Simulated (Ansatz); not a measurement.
A calculation with Ansatz (development build ahead of 0.2.0).

```yaml
crystal:
  periodic: [false, false, false]
  atoms:
    - { symbol: O, position_ang: [0.00277, -0.00524, -0.10091] }
    - { symbol: H, position_ang: [0.00221, 0.00506, 0.86334] }
basis:
  gaussian: { orbitals: cc-pVTZ }
total_charge: -1
hamiltonian:
  xc: hf
correlation:
  method: mp2
  frozen_orbitals: { H: 0, O: 1 }
```

The input is written out in the form of the current development build from the run's settings.

Results

```yaml
Converged: yes
Reference_energy: -75.38282 hartree
Correlation_energy: -0.26473 hartree
Total_energy: -75.64754 hartree
Spin_squared_of_the_determinant: 0.000
```

Caution: no diffuse functions for an anion.
